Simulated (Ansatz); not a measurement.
A nudged elastic band was laid between two geometries of C₃H₄O (8 atoms, charge 0, multiplicity 1).

All numbers below come from RKS PBE-D4/STO-3G (Ansatz 0.2.0).

```
movable images  : 5
climbing image  : yes
spring          : 5.0 eV/Å²
optimiser       : quadratic models (default)
start path      : through a guess of the saddle point
force threshold : 0.03 eV/Å
iteration limit : 60
end points      : relaxed
```

First end point:

```xyz
8
Properties=species:S:1:pos:R:3
O -0.863 1.527 -0.820
C -0.181 0.547 -0.102
C 0.552 0.251 0.962
C 0.238 -0.912 0.007
H -1.236 0.992 -1.626
H 1.059 0.536 1.888
H 1.030 -1.314 -0.661
H -0.507 -1.684 0.295
```

Last end point:

```xyz
8
Properties=species:S:1:pos:R:3
O -0.633 0.827 -0.837
C -0.163 0.315 0.525
C 1.026 0.386 -0.490
C 0.335 -0.996 -0.006
H -0.547 1.863 -0.741
H -0.591 0.736 1.453
H -0.306 -1.621 -0.654
H 0.970 -1.566 0.693
```

(1) What changes between the two ends?

(2) What energy profile does the band end with?

(3) What is the geometry of the highest image?

Results:

(1) Bonds broken: C3–H6. Bonds formed: C2–H6.

(2) The forces met the threshold. The highest image is number 2 of 0 to 6, 3.34 eV above the first end and 1.19 eV above the last; the last end lies 2.15 eV above the first. Neighbouring images differ by up to 2.4 eV, so the band resolves the path poorly. A vibrational analysis at the climbing image gives one clearly imaginary mode, 806i cm⁻¹: a first-order saddle point. The orbitals stay closed-shell, which can raise the energy where a bond breaks towards radicals; this wasn't checked here. Limits of this set-up: minimal basis.

| image | path coordinate (Å) | energy (eV) | C3–H6 (Å) | C2–H6 (Å) |
| --- | --- | --- | --- | --- |
| 0 | 0.00 | 0.00 | 1.09 | 2.34 |
| 1 | 0.92 | 0.95 | 1.10 | 2.01 |
| 2 | 1.84 | 3.34 | 1.52 | 1.26 |
| 3 | 2.63 | 2.89 | 2.19 | 1.12 |
| 4 | 3.42 | 2.88 | 2.32 | 1.11 |
| 5 | 4.21 | 2.67 | 2.45 | 1.11 |
| 6 | 5.00 | 2.15 | 2.55 | 1.11 |

(3) 
```xyz
8
Properties=species:S:1:pos:R:3
O -0.504 1.519 -0.819
C 0.084 0.528 -0.012
C 1.318 0.145 0.739
C 0.268 -0.956 0.077
H -1.371 1.053 -1.154
H -0.003 0.702 1.237
H 0.715 -1.462 -0.794
H -0.415 -1.586 0.670
```

Run time: 2.1 min on 1 thread of Arm Neoverse V1, with other jobs on the host, peak memory 0.08 GiB.
